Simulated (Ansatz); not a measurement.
Redistribution: C5H11Cl + C2H4F2 → C5H12 + C2H3ClF2

Species: C5H11Cl (1-chloropentane) `CCCCCCl`, singlet; C2H4F2 (1,2-difluoroethane) `FCCF`, singlet; C5H12 (pentane) `CCCCC`, singlet; C2H3ClF2 `FCC(F)Cl`, singlet. The partners trade Cl for H; both sit on C, so the bond types are kept.

Shapes, held fixed at every level: PBE0-D4/def2-TZVP. Flexible molecules stand in one conformer, not always the lowest. Programs: Ansatz 0.2.0. Electronic energies: no zero-point or thermal term.

Estimate ΔE of this reaction.

The highest level, CCSD(T)/CBS estimate, gives ΔE = +0.8 kJ/mol; the levels span -7.4 to +7.0. That is about zero within the method's error. They disagree on the sign: 4 of 7 are positive. The column of differences is taken from that level and isn't an error. No measured value is set beside it here. The CBS estimate extrapolates MP2 from def2-TZVPP and def2-QZVPP and adds CCSD(T) − MP2 in the triple-zeta set, cores frozen.

```
                level                    kind  ΔE (kJ/mol)  less CCSD(T)/CBS estimate
          HF/def2-SVP            Hartree–Fock         +5.5                       +4.7
        HF/def2-TZVPP            Hartree–Fock         +7.0                       +6.2
     SPW92/def2-TZVPP                     LDA         -7.4                       -8.2
  B3LYP-D4/def2-TZVPP           global hybrid         +0.7                       -0.1
r2SCAN0-D4/def2-TZVPP           global hybrid         -1.9                       -2.7
   wB97M-V/def2-TZVPP  range-separated hybrid         -1.4                       -2.2
 CCSD(T)/CBS estimate   coupled cluster or CI         +0.8                        0.0
```
